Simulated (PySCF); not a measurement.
## Towards the basis-set limit for SH

State: ²Π, doublet, unpaired electrons π ↑. De refers to H + S. ROHF-based CCSD(T) in PySCF 2.14 with H aug-cc-pVTZ, S aug-cc-pV(T+d)Z and H aug-cc-pVQZ, S aug-cc-pV(Q+d)Z (frozen core orbitals: 5; no relativity). Correlation energies are extrapolated as n⁻³ (n = 3, 4), Hartree–Fock as (n+1)·exp(−9√n). CV is the change on freezing 1 orbitals instead, in H cc-pVTZ, S cc-pwCVTZ. SR is the spin-free X2C energy in H cc-pVTZ-DK, S cc-pVTZ-DK less the non-relativistic one in H cc-pVTZ, S cc-pVTZ.

| Level | Re (Å) | ωe (cm⁻¹) | ωexe (cm⁻¹) | αe (cm⁻¹) | De (eV) |
| --- | --- | --- | --- | --- | --- |
| CCSD(T)/TZ | 1.3435 | 2692.6 | 48.9 | 0.278 | 3.708 |
| CCSD(T)/QZ | 1.3425 | 2700.1 | 48.7 | 0.277 | 3.764 |
| HF/CBS | 1.3293 | 2846.6 | 41.5 | 0.247 | 2.660 |
| MP2/CBS | 1.3357 | 2772.7 | 43.9 | 0.260 | 3.712 |
| CCSD/CBS | 1.3398 | 2726.1 | 47.0 | 0.271 | 3.756 |
| CCSD(T)/CBS | 1.3424 | 2702.9 | 48.2 | 0.276 | 3.802 |
| CCSD(T)/CBS+CV | 1.3407 | 2706.6 | 48.3 | 0.277 | 3.809 |
| CCSD(T)/CBS+CV+SR | 1.3407 | 2702.6 | 48.3 | 0.277 | 3.801 |

Problem. How much is left between CCSD(T)/QZ and the basis-set limit, and how much do the triples give at the limit?

Solution. CCSD(T)/CBS less CCSD(T)/QZ: -0.1 mÅ in Re, +2.8 cm⁻¹ in ωe and +0.038 eV in De. CCSD(T)/CBS less CCSD/CBS: +2.6 mÅ in Re, -23.2 cm⁻¹ in ωe and +0.046 eV in De.

Problem. What do the later terms add?

Solution. CV: -1.7 mÅ in Re, +3.7 cm⁻¹ in ωe and +0.007 eV in De; SR: +0.0 mÅ in Re, -4.0 cm⁻¹ in ωe and -0.008 eV in De, each against the row above.

The T1 diagnostic is 0.017. The state was picked by a PBE0 search and need not be the measured ground state. Spin–orbit coupling, excitations beyond (T) and corrections to the Born–Oppenheimer picture are left out.

The whole job (state search and all basis sets along the bond) took about 8.3 min on 4 threads of Intel Xeon 6975P-C (shared host), peak memory 16 GiB.
